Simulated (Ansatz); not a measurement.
# Isomers

Structures of CH4BS (charge +1), singlet, relaxed at PBE0-D4/def2-TZVP (vibrations not checked; lower isomers may exist, and structures with a doubtful reference or unclear bonds are left out). Ansatz 0.2.0; basis: def2-TZVPP; cores frozen in the correlated methods. B3LYP uses VWN-RPA correlation.

Rank them by CCSD(T) energy, lowest first, and give each one's height above the lowest. Links in brackets join atoms within 1.22 times the sum of their covalent radii (1.1 for two metals). (Judge from chemistry; the value comes from the calculation.)
A.
CH₄BS ([BH2][CH][SH]), total charge +1
```
7
angstrom
B -0.4091 0.7001 -0.6363
C -0.2195 -0.1795 0.6034
S 0.9109 -1.2943 0.9662
H -1.0862 0.2879 -1.5270
H 0.1015 1.7775 -0.6518
H -0.9571 -0.0633 1.4071
H 1.6595 -1.2285 -0.1616
```
B.
CH₄BS ([CH3][B][SH]), total charge +1
```
7
angstrom
C -0.7623 0.4881 -0.3582
B 0.3362 -0.1534 0.3953
S 1.5705 -0.8477 1.3323
H -1.4638 -0.2522 -0.7611
H -0.3797 1.1216 -1.1677
H -1.3187 1.1355 0.3398
H 2.0177 -1.4919 0.2196
```
C.
CH₄BS ([CH2][B][SH2]), total charge +1
```
7
angstrom
C -0.6253 0.3270 -0.4488
B 0.4571 -0.1673 0.2265
S 1.9713 -0.6245 1.0582
H -1.5624 -0.2137 -0.5662
H -0.6015 1.3122 -0.9144
H 1.5543 -1.0286 2.2854
H 2.2491 -1.8583 0.5644
```

Computed: B (0.00 kcal/mol), A (39.11 kcal/mol), C (51.67 kcal/mol). Heights count from the lowest.

Do PBE-D4, r2SCAN-D4, PBE0-D4, B3LYP-D4, wB97M-V, HF, MP2 give the same order? (Judge from chemistry; the calculation decides.)

By the calculation: All do.

The T1 diagnostic stays at or below 0.021. The restricted Hartree–Fock reference is unstable towards an unrestricted one at one or more of these structures.

For scale, one of the runs: CCSD(T)/def2-TZVPP, 160 basis functions, launched by `ansatz run in.yaml --threads 2 --pin off --events-out ev --progress --plain --max-ram 4352MiB`. The run took 16 s on 2 CPU threads of an Arm Neoverse V2 (shared host), with 1.1 GiB of host memory at its peak.
